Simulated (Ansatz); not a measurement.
System: N$_{2}$O, charge 0, singlet. N2O (nitrous oxide, SMILES N#[N+][O-]).
B3LYP-D3(BJ)/def2-TZVP minimum from Ansatz (an electronic-structure program):
```xyz
3

N      0.0000     0.0000    -1.1943
N      0.0000     0.0000    -0.0734
O      0.0000     0.0000     1.1093
```
Charge 0, spin multiplicity 1.

Wanted: atomisation energy (electronic, to ground-state atoms), in kcal/mol. Open shells are spin-unrestricted; no spin-orbit coupling. CBS(X,Y): correlation extrapolated as X^-3, Hartree-Fock from the larger set (Q,5: extrapolated as (X+1)exp(-9√X)). A bracket is a step between two methods taken in the basis named. Functionals run without relativity, which enters their misses. Double hybrids freeze cores in their MP2 part. 'core' is core correlation in cc-pwCVTZ, 'X2C' scalar relativity in cc-pVTZ-DK, both at CCSD(T).

CCSD(T)/CBS(cc-pVQZ,cc-pV5Z) + [CCSDT(Q) - CCSD(T)]/cc-pVTZ + core + X2C (Ansatz) gives 270.6 kcal/mol.

**Question.** How far off this value is PBE/def2-TZVPD (Ansatz), in which direction, and which of these levels come nearer: B3LYP/def2-TZVPD, PBE0/def2-TZVPD, wB97M-V/def2-TZVPD, B2PLYP/def2-TZVPD, CCSD(T)/CBS(cc-pVQZ,cc-pV5Z) + core + X2C?

**Answer.** PBE gives 310.4 kcal/mol, 39.8 kcal/mol above it. Differences of the others: B3LYP/def2-TZVPD (Ansatz) 5.2; PBE0/def2-TZVPD (Ansatz) 4.9; wB97M-V/def2-TZVPD (Ansatz) 1.3; B2PLYP/def2-TZVPD (Ansatz) 3.9; CCSD(T)/CBS(cc-pVQZ,cc-pV5Z) + core + X2C (Ansatz) -1.0 kcal/mol. Nearer than PBE: B3LYP/def2-TZVPD, PBE0/def2-TZVPD, wB97M-V/def2-TZVPD, B2PLYP/def2-TZVPD, CCSD(T)/CBS(cc-pVQZ,cc-pV5Z) + core + X2C.
